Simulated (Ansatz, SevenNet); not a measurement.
For hcp Tl, the machine-learned potential SevenNet-0 (trained on PBE and PBE+U data) gives:

```
Property                          Value
------------------------------  -------
equilibrium lattice constant a  3.540 Å
lattice parameter c             5.783 Å
```

Question: What does PBE0 (Ansatz, an electronic-structure program, plane waves, PAW) give for the same quantities?

Answer: 
- lattice constant a: 3.514 Å (shrinks by 0.7 %)
- lattice parameter c: 5.628 Å (decreases by 2.7 %)

For comparison: lattice constant a 3.457 Å (measured, 293 K, no zero-point or thermal correction; as tabulated in Wikipedia's data pages); lattice parameter c 5.525 Å (measured, 293 K, not corrected to a static lattice; as tabulated in Wikipedia's data pages).

Changes are worked out from the printed values.

Unless a cell is named, each level is at its own relaxed cell (SevenNet-0 31.38, PBE0 30.09 Å³/atom).

Levels without +SOC leave out spin–orbit coupling, which shifts energies and cells of such heavy elements.

Ansatz's density-functional and Hartree–Fock values are scalar-relativistic unless marked +SOC, with PAW data made under PBE.
